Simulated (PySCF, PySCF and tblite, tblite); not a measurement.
# C5H9−: a path driven as rotation about a bond, and NMR exchange

One table from this session's results is given with a row withheld; the runs are named, their logs left out.

Computed with tblite 0.8.0 (tight binding) and PySCF 2.14.0 (DFT, with response routines of our own); each step states its level. Atoms count from 0 throughout.

## The molecule as given

14 atoms, charge -1, multiplicity 1; geometry from: force field or distance geometry start.

Bonds of the start (Å): C0–C1 1.44, C0–H5 1.07, C0–H6 1.09, C1–C2 1.52, C1–C3 1.34, C2–H7 1.09, C2–H8 1.10, C2–H9 1.09, C3–C4 1.50, C3–H10 1.10, C4–H11 1.09, C4–H12 1.10, C4–H13 1.09.

Set-up of the first run:

What the job is given:

```
{"job": {"xc": "GFN2-xTB", "basis": "xTB", "kind": "relax"}, "charge": -1, "multiplicity": 1}
C      0.695700     1.392300    -0.381200
C      0.461400    -0.010200    -0.179800
C      1.647300    -0.901000    -0.510900
C     -0.683300    -0.530500     0.287100
C     -1.943700     0.166000     0.695700
H      1.637700     1.740000    -0.762100
H     -0.072200     2.139400    -0.176400
H      1.911300    -0.782800    -1.566900
H      1.428000    -1.960200    -0.337100
H      2.506000    -0.634900     0.098700
H     -0.742000    -1.621500     0.414400
H     -2.174700    -0.049900     1.738800
H     -2.778800    -0.198500     0.088200
H     -1.893200     1.251400     0.569100
```

The run is started by

```
$ OMP_NUM_THREADS=1 python ens_run.py task.json out
```

One launch serves the whole session.

Among the steps run: GFN2-xTB relaxation, start minimum; Relaxed scan, rotation; Nudged elastic band, leg 1; Saddle search, leg 1; DFT refinement, start: B3LYP-D3(BJ)/def2-SVP; Shieldings, start: BP86/pcSseg-1; Shieldings, saddle of leg 1: BP86/pcSseg-1; Shieldings, end: BP86/pcSseg-1; Barriers, rates and exchange; Shieldings, start: BLYP/pcSseg-1; Single-point energy, saddle of leg 1: BLYP/pcSseg-1; Shieldings, end: BLYP/pcSseg-1; Second level: BLYP/pcSseg-1 + D3(BJ); Shieldings, start: BP86/pcSseg-1 in methanol; Single-point energy, saddle of leg 1: BP86/pcSseg-1 in methanol; Shieldings, end: BP86/pcSseg-1 in methanol; Second level: BP86/pcSseg-1 + D3(BJ), IEF-PCM methanol.

One table of the session follows, with a row left open; its other results are not shown here.

Barriers by level (kcal/mol; entropies in cal/(mol K)). Zero-point and thermal terms come from xTB in every row. ΔG‡ leaves symmetry out; the rate counts one path; effective ΔG‡, where given, is the barrier that would give that rate by Eyring's equation alone:

```
                                   level    ΔE‡  with zero-point    ΔH‡  ΔG‡ (298 K)  k at 298 K (1/s)
                                GFN2-xTB  24.83            23.67  22.98        24.42           7.8e-06
                   B3LYP-D3(BJ)/def2-SVP  21.20            20.04  19.35        20.80            0.0036
                  BP86/pcSseg-1 + D3(BJ)  20.41            19.25  18.57        20.01             0.013
BP86/pcSseg-1 + D3(BJ), IEF-PCM methanol      ?                ?      ?            ?                 ?
```

**Question.** Estimate the row for BP86/pcSseg-1 + D3(BJ), IEF-PCM methanol.

As computed: ΔE‡: 17.13; with zero-point: 15.97; ΔH‡: 15.28; ΔG‡ (298 K): 16.73; k at 298 K (1/s): 3.4. In the column «ΔE‡» it is the lowest.
